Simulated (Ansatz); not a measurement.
Reaction (SMILES): OCl (OH-Cl) → Cl atom + H atom + O atom
B3LYP-D3(BJ)/def2-TZVP geometries, fixed; electronic energies without zero-point terms.
Largest species:
```
O
H 1 0.9686
Cl 1 1.7015 2 103.27
```
Charge 0, spin multiplicity 1.

The atomisation energy at CCSD(T) with Ansatz (a quantum-chemistry and plane-wave program), in kcal/mol, split into its Hartree-Fock and correlation parts. Cores are frozen. Open shells are unrestricted. No added dispersion term, no relativity. Functions are those of the species that has most.

```
basis            X  functions  Hartree-Fock  CCSD(T)
---------------  -  ---------  ------------  -------
aug-cc-pV(D+d)Z  2         64         75.69   149.75
aug-cc-pV(T+d)Z  3        124         78.00   160.25
aug-cc-pV(Q+d)Z  4        215         78.38   163.72
```

Worked estimate of the basis-set limit from each neighbouring pair, with Hartree-Fock from the larger set and the correlation part extrapolated as X^-3.
Correlation parts: X = 2: 74.06, X = 3: 82.25, X = 4: 85.34.
- (2,3): (27·(82.25) - 8·(74.06))/19 = 85.70; with Hartree-Fock 78.00 the estimate is 163.70 kcal/mol.
- (3,4): (64·(85.34) - 27·(82.25))/37 = 87.59; with Hartree-Fock 78.38 the estimate is 165.97 kcal/mol.
The last two estimates differ by 2.28 kcal/mol; the largest set lies 2.25 from the last. Over the last step Hartree-Fock moves by 0.38 and the correlation part by 3.09.
